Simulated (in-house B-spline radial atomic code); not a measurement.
**RPA and G0W0 on LC-wPBE: Ar**

Configuration [Ne] 3s2 3p6, mean-field start LC-wPBE. Computed with an all-electron radial atomic-structure program (B-spline basis): all electrons, scalar-relativistic (spin-free one-electron X2C), finite nucleus, each spin shell either full or empty, empty states to l = 9 with an (l + 1/2)⁻⁴ tail; G0W0 by contour deformation at full frequency.

Command:
```bash
python run_gw.py task.json out
```
Settings (radii: box in bohr, nucleus in fm):
```
Z                        18
electrons                18
configuration            [Ne] 3s2 3p6
hamiltonian              x2c
method                   lc_wpbe
lmax                     9
rms_radius               3.4274
spin_polarised           False
box_radius               40
intervals                74
```

Run time, properties included: 3.3 s on 1 thread of Arm Neoverse N1, with other jobs on the host.

Energies (hartree):

| term | value |
| --- | --- |
| mean-field total | -529.25204 |
| Hartree-Fock functional on these orbitals | -528.62126 |
| direct second order | -1.1833 |
| second-order exchange | 0.40341 |
| SOSEX correction | 0.36836 |

What is the RPA correlation energy, and what remains with SOSEX?

RPA gives -1.0383 hartree (-1.57 eV per electron); RPA + SOSEX gives -0.66996, and the second-order doubles -0.77988 hartree (no singles). RPA lacks exchange-type terms and so overcorrelates at short range.

Quasi-particle levels (eV):

```csv
level,occupied,mean field,Σx - vxc,Σc,QP weight,G0W0
3p,yes,-14.951,-0.97,?,?,?
```

G0W0 = mean field + (Σx - vxc) + Σc, with Σc (partial-wave tail included) taken at the quasi-particle energy. Only the outer levels were computed. Levels of low weight are left out.

Where does G0W0 put 3p?

At -16.072 eV, with Σc = -0.15 eV and a quasi-particle weight of 0.928. The tabulated removal energy is 15.760 eV (NIST, measured); the calculation leaves out spin-orbit coupling, Breit and QED terms, and what these don't explain is the method's own error.
